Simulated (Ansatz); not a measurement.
`C=C1CCC1` → `CC=C=CC`  (isomerisation)

Calculated with Ansatz (gas phase, PBE0-D4/def2-TZVP geometries, no zero-point term in ΔE). CCSD(T)/CBS is the MP2 limit (def2-TZVPP, def2-QZVPP) plus CCSD(T) − MP2 in def2-TZVPP, frozen cores. DFT in def2-TZVPP. B3LYP here is the variant with VWN-RPA as its local correlation; programs differ in this. HSE06 is defined as in plane-wave codes.

```
             level  ΔE (kcal/mol)  difference from CCSD(T)/CBS
       LDA (SPW92)            6.3                          2.6
            PBE-D4            2.7                         -1.0
         revPBE-D4            3.3                         -0.4
           BLYP-D4           -2.4                         -6.1
         r2SCAN-D4            1.9                         -1.8
            B97M-V            2.2                         -1.5
          B3LYP-D4            0.0                         -3.7
        r2SCANh-D4            2.8                         -0.9
        r2SCAN0-D4            4.2                          0.5
          HSE06-D4            5.1                          1.4
          BHLYP-D4            2.2                         -1.5
      CAM-B3LYP-D4            2.2                         -1.5
           ωB97X-V            6.1                          2.4
           ωB97M-V            4.3                          0.6
            B2PLYP            1.0                         -2.7
          PBE-QIDH            6.8                          3.1
               PBE            1.9                         -1.8
            revPBE            0.4                         -3.3
              BLYP           -4.3                         -8.0
            r2SCAN            1.7                         -2.0
              PBE0            4.7                          1.0
             B3LYP           -1.3                         -5.0
           r2SCAN0            4.1                          0.4
             BHLYP            1.4                         -2.3
         CAM-B3LYP            1.6                         -2.1
           LC-ωPBE            8.0                          4.3
RPA@PBE/def2-TZVPP            4.9                          1.2
       HF/def2-SVP            2.6                         -1.1
      MP2/def2-SVP            5.9                          2.2
     CCSD/def2-SVP            4.7                          1.0
  CCSD(T)/def2-SVP            4.3                          0.6
     HF/def2-TZVPP            1.1                         -2.6
    MP2/def2-TZVPP            5.4                          1.7
SCS-MP2/def2-TZVPP            4.5                          0.8
   CCSD/def2-TZVPP            4.2                          0.5
CCSD(T)/def2-TZVPP            4.0                          0.3
    MP2/def2-QZVPP            5.2                          1.5
SCS-MP2/def2-QZVPP            4.3                          0.6
      HF/CBS(def2)            1.0                         -2.7
    CCSD/CBS(def2)            3.9                          0.2
       CCSD(T)/CBS            3.7                            0
```

**Question.** What do rigid-rotor, harmonic-oscillator terms from PBE0-D4/def2-TZVP frequencies (298.15 K, 1 bar) make of the CCSD(T)/CBS value? (Estimate.)

**Answer.** Ansatz gave: ΔZPE = -1.5 kcal/mol, ΔH = +3.1 kcal/mol, ΔS = 21 J/(mol·K), ΔG = +1.6 kcal/mol.

Largest T1 diagnostic among the species: 0.011.

In def2-TZVPP, CCSD(T) changes the Hartree–Fock value by +2.9 kcal/mol (the triples alone add −0.2 kcal/mol) and MP2 by +4.3 kcal/mol. From r2SCAN to r2SCAN0 (25 % exact exchange), in def2-TZVPP and without D4, ΔE moves by +2.3 kcal/mol.
